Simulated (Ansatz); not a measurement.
# AlSiH₅ (singlet): wave-function methods side by side at distance Al1–H4 along a hydrogen transfer = 1.586 Å, cc-pVDZ

One table from this session's results is given with a row withheld; the runs are named, their logs left out.

Computed with Ansatz 0.2.0, Gaussian basis. Level: cc-pVDZ, core rule «outside noble gas», up to 10 orbitals frozen.

Plan: UHF; CCSD(T) on RHF; BCCD(T) on RHF; CISD; CCSDT(Q) on RHF; CASSCF and NEVPT2, 2 electrons in 2 orbitals; CASSCF and NEVPT2, 8 electrons in 8 orbitals.

8 further runs of the same task are left out: 1 for a mislabelled method, 7 that didn't finish.

## What is computed

The geometry derives from fragments relaxed apart (PBE0/def2-TZVP) and kept rigid, so it is no stationary point. A hydrogen atom is moved between rigid fragments.

7 atoms, charge 0, spin multiplicity 1.

Atoms are counted from 1 here; the program's logs count them from 0.

Bond lengths: Al1–H2 1.586 Å, Al1–H3 1.586 Å, Al1–H4 1.586 Å, Si5–H6 1.526 Å, Si5–H7 1.526 Å. Angles: H2–Al1–H3 120.0°, H2–Al1–H4 120.0°, H3–Al1–H4 120.0°, H6–Si5–H7 91.2°.

Set-up of the first run:

The input, in.yaml:

```yaml
crystal:
  periodic: [false, false, false]
  atoms:
    - {symbol: Al, position_ang: [-1.723247, 0.029322, 0.000000]}
    - {symbol: H, position_ang: [-2.516171, 1.402706, 0.000000]}
    - {symbol: H, position_ang: [-2.516171, -1.344062, 0.000000]}
    - {symbol: H, position_ang: [-0.137400, 0.029322, 0.000000]}
    - {symbol: Si, position_ang: [1.676753, 0.029322, 0.000000]}
    - {symbol: H, position_ang: [2.288933, -0.844962, 1.090012]}
    - {symbol: H, position_ang: [2.288933, -0.844962, -1.090012]}
basis:
  gaussian: {orbitals: cc-pVDZ}
magnetization: {spin_polarized: true, initial_magnetization: 0}
hamiltonian: {xc: hf}
output: {orbitals: {seedname: orbitals}}
```

Command:

```sh
> ansatz run in.yaml --threads 1 --pin off --events-out ev --progress --plain --max-ram 2393MiB
```

Steps of the session up to this table: UHF; CCSD(T) on RHF; BCCD(T) on RHF; CISD; CCSDT(Q) on RHF; CASSCF and NEVPT2, 2 electrons in 2 orbitals; CASSCF and NEVPT2, 8 electrons in 8 orbitals.

One of the session's tables, all rows but one given; the rest of the session is left out.

It belongs to the step «Misses and costs». 

```
         method  from RCCSDT(Q) (meV)
            RHF               +6289.2
           RMP2               +1514.3
           CISD                +740.1
          RCCSD                +169.2
       RCCSD(T)                     ?
        BCCD(T)                 +37.7
         RCCSDT                  +5.7
      RCCSDT(Q)                     0
CASSCF frontier               +4666.0
NEVPT2 frontier               +1373.4
```

Estimate the missing values for RCCSD(T).

**Answer.** from RCCSDT(Q) (meV): +38.4. In the column «from RCCSDT(Q) (meV)» it lies between BCCD(T) (+37.7) and RCCSD (+169.2).

Left out of the table: CASSCF pair, NEVPT2 pair (the active space lost an orbital or holds another state than full CI finds).

To keep in mind: Warnings in the runs' records: passed over end.
